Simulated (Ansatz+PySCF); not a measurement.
Two shapes of doublet CH₃O.

Shape 1:

```xyz
5

H    -1.2308   -0.8893    0.1021
C    -0.6845    0.0277   -0.0665
O     0.6712   -0.1252    0.0235
H     1.0917    0.7351   -0.0683
H    -1.1232    0.9896    0.1774
```

Shape 2:

```xyz
5

H    -1.2349   -0.8804    0.1043
C    -0.6885    0.0365   -0.0643
O     0.6671   -0.1163    0.0257
H     1.0876    0.7440   -0.0660
H    -1.1070    0.9541    0.1684
```

Basis set: cc-pVTZ (spherical functions). Frozen core: 2 orbitals. Correlation on ROHF uses semicanonical orbitals with singles. Charge 0, multiplicity 2.

Computed with Ansatz (development build ahead of 0.2.0) and PySCF 2.14.0; each method stands on the lowest determinant of its kind that the runs found.

Q: Which shape is lower in energy, and by how much in each method?

A:

| method | E(2) − E(1) (eV) |
| --- | --- |
| ROHF | 0.027 |
| UHF | 0.028 |
| ROHF-MP2 | 0.037 |
| UHF-MP2 | 0.036 |
| ROHF-CCSD(T) | 0.043 |

Shape 1 is lower.
